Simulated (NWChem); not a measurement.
formaldehyde (CH$_{2}$O); SMILES C=O

Computed with NWChem. Pople sets run with spherical d functions. Structure relaxed at the PBE-D3(BJ)/def2-SVP level. Ions are spin-unrestricted doublets at the neutral geometry; other ion states weren't tried.

For level M06-2X/6-31+G*:

| Item | Result |
|---|---|
| −ε(HOMO) (eV) | 9.49 |

**Question.** What are these values for level PBE0/6-31+G*?

**Answer.** 
- −ε(HOMO) (eV): 7.90
